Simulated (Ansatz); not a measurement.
**Cost against result**

Saddle point of CH5OSi, doublet (CH₂O ([CH2][O]) + SiH₃ → CH₅OSi ([CH2][O][SiH3]); bonds formed: O1–Si3), PBE0-D4/def2-TZVP structure:

```
atom    x (Å)    y (Å)    z (Å)
  O1   0.8207  -0.5072   0.4308
  C2   0.3881  -0.5960   1.5683
 Si3  -0.1376   0.6275  -1.2734
  H4   1.0710  -0.5932   2.4297
  H5  -0.6934  -0.6425   1.7685
  H6  -0.3316   1.8710  -2.0945
  H7  -1.4561   0.2965  -0.6636
  H8   0.3390  -0.4559  -2.1658
```

Barriers are electronic and count from the start structure reached by relaxing down the imaginary mode. Spin–orbit coupling is left out.

Program: Ansatz 0.2.0. Basis: as named in each row. Cores are frozen in the correlated methods; orbitals are unrestricted. B3LYP uses VWN-RPA correlation. Extrapolation: Hartree–Fock as exp(−7.88 √X), correlation as X^−2.97.

Times are rough, for one single point on 4 threads of a shared host (Arm Neoverse V1).

The estimate by CCSD(T) at an estimated basis limit (MP2 extrapolated from triple and quadruple zeta, plus CCSD(T) − MP2 in triple zeta) is 27.6 kJ/mol.

```
      method       basis  time (s)  barrier (kJ/mol)  method less estimate
          HF      STO-3G   under 1              14.5                 -13.1
      PBE-D4      STO-3G   under 1             -40.3                 -68.0
       SPW92    def2-SVP   under 1             -13.9                 -41.6
    B3LYP-D4       6-31G   under 1              13.5                 -14.2
      PBE-D4    def2-SVP   under 1               2.5                 -25.2
     PBE0-D4    def2-SVP   under 1              15.1                 -12.5
       SPW92  def2-TZVPP         1             -15.4                 -43.0
     BLYP-D4  def2-TZVPP         2               4.0                 -23.6
      PBE-D4  def2-TZVPP         2               1.0                 -26.6
     PBE0-D4  def2-TZVPP         2              13.7                 -13.9
    B3LYP-D4  def2-TZVPP         2              14.0                 -13.6
    BHLYP-D4  def2-TZVPP         2              26.1                  -1.5
CAM-B3LYP-D4  def2-TZVPP         2              21.5                  -6.1
     CCSD(T)    def2-SVP         3              37.5                   9.9
    PBE-QIDH  def2-TZVPP         3              25.7                  -1.9
      B2PLYP  def2-TZVPP         3              23.8                  -3.9
  r2SCAN0-D4  def2-TZVPP         4              15.7                 -11.9
   r2SCAN-D4  def2-TZVPP         4               6.6                 -21.0
     wB97M-V    def2-SVP         4              22.7                  -5.0
  RPA on PBE  def2-TZVPP         4              31.1                   3.4
     wB97X-V  def2-TZVPP         6              24.9                  -2.7
     wB97M-V  def2-TZVPP         6              22.0                  -5.6
      B97M-V  def2-TZVPP         7              10.3                 -17.4
         MP2  def2-QZVPP        15              43.3                  15.7
     CCSD(T)  def2-TZVPP        57              29.8                   2.2
```

All methods are single points on the PBE0-D4 structures; a negative value means that the method puts the saddle structure below the start.

T1 diagnostic: at most 0.027. ⟨S²⟩ of the unrestricted Hartree–Fock references: 0.75 to 0.83 (a pure state has 0.75). The unrestricted reference is spin-contaminated, which hurts MP2 most.

Radical steps of this kind take place in plasma deposition and etching.

Labels in which every atom is bracketed show which atoms are joined, not bond orders.
